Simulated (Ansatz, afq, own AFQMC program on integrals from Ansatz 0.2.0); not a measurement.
**AlNH₃, doublet: AFQMC among the cluster methods**

```xyz
5

Al    0.0000    0.0000    0.5386
N     0.0000    0.0000   -1.0694
H     0.0000    1.4073    1.2585
H     0.0000   -1.4073    1.2585
H     0.0000    0.0000   -2.0743
```

Connectivity, by distances: AlH2–NH.

Basis cc-pVDZ. Only valence electrons are correlated. Integrals, coupled cluster, full CI and functionals: Ansatz 0.2.0; the random walks run on the same integrals in our own AFQMC program. The CISD trial takes its coefficients from CCSD amplitudes. Released means that phaseless walkers are propagated on without the constraint, phases kept. Free projection: walkers drawn from exp(T), propagated without any constraint. Its projection time is finite, and what remains of the start isn't in its error. Error bars are statistical, one sigma.

Determinant: UHF, the one that the program's search chose, which needn't be the lowest solution. The geometry is a point of a scan.

No full CI on the walks' own integrals is used here; CCSDT(Q) serves as the reference and is uncertain by about the last step of the cluster series.

The T1 diagnostic is 0.0204. The weight of the determinant in the CISD state is 0.895, the ⟨S²⟩ of the determinant is 0.762 and the size of the correlated space is 11 electrons in 41 orbitals.

```tsv
level	correlation energy (eV)
MP2	-5.4704
CCSD	-6.3696
CCSD(T)	-6.4973
```

(1) Estimate where phaseless AFQMC with the Hartree–Fock trial lies against CCSD(T) on the same integrals.

(1) 11.6 ± 5.1 kJ/mol below CCSD(T).

Reference: CCSDT(Q), correlation energy -6.535 eV. The released energy is read at 2.40 1/Eh (meV from the phaseless value at times in 1/Eh: 12 ± 12 at 0.24, 18 ± 12 at 0.51, -2 ± 10 at 0.99, 7 ± 15 at 1.62, 17 ± 18 at 2.40).

```csv
level,E − E(reference) (kJ/mol),share of correlation (%)
CCSD(T),3.7,99.42
CCSDT,1.1,99.82
ph-AFQMC/HF,-7.9 ± 5.1,101.26
ph-AFQMC/CISD,-1.6 ± 1.0,100.25
released AFQMC,0.1 ± 1.7,99.99
free AFQMC,-0.1 ± 1.1,100.02
```

Free projections are given only where their last times agree within the noise and don't stop above the reference; a slow remainder of the start can still hide under it. A walk keeps the symmetry of its determinant, which the program's search chose and which needn't be the lowest solution, so a lower state of the same spin and another symmetry isn't excluded. Released energies are given only where the last usable release times agree within the noise; a slower fall can still hide under it.
